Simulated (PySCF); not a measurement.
Reaction (SMILES): OCl (OH-Cl) + H+ → [OH2+]Cl
B3LYP-D3(BJ)/def2-TZVP geometries, fixed; electronic energies without zero-point terms; positive where energy is released.
Largest species:
```
O
H 1 0.9855
H 1 0.9855 2 111.16
Cl 1 1.7467 2 110.24 3 122.56
```
Charge +1, spin multiplicity 1.

Effect of the auxiliary basis of density fitting at HF/def2-TZVP with PySCF, against the last row, where the proton affinity is 162.70 kcal/mol. The proton sits at the site shown, which need not be the one that binds it best.

```csv
setting,"fitting functions, largest species",largest shift of a total energy (mEh),shift of the proton affinity (kcal/mol)
density fitting: autoaux,474,0.027,0.002
density fitting: def2-universal-jkfit,241,0.074,0.012
density fitting: cc-pvtz-jkfit,260,0.087,0.008
density fitting: cc-pvqz-jkfit,356,0.032,0.003
density fitting: none,-,0.000,0.000
```

Within 0.02 kcal/mol in the proton affinity: density fitting: autoaux; density fitting: def2-universal-jkfit; density fitting: cc-pvtz-jkfit; density fitting: cc-pvqz-jkfit. The largest shift is 0.087 mEh in a total energy and 0.012 kcal/mol in the difference.
